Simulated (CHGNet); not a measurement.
## B20 (FeSi-type) FeSi

All values below come from the machine-learned potential CHGNet 0.3.0 (trained on PBE and PBE+U data).

Cell: relaxed at this level.

```yaml
equilibrium_lattice_constant_a: 4.441 Å
equilibrium_volume_per_atom: 10.95 Å³/atom
```

Measured, for comparison: lattice constant a 4.483 Å, equilibrium volume per atom 11.26 Å³/atom (temperature not stated, no zero-point or thermal correction; as tabulated in Wikipedia's data pages). Computed (rounded) less measured: lattice constant a -0.9 %, equilibrium volume per atom -2.8 %. A static lattice is as a rule a little smaller and stiffer than an uncorrected measurement, which narrows the difference in the lattice constant a and would widen misses of the other sign.

A machine-learned potential is trained on density-functional data: it inherits that level's misses and adds fitting errors of its own.
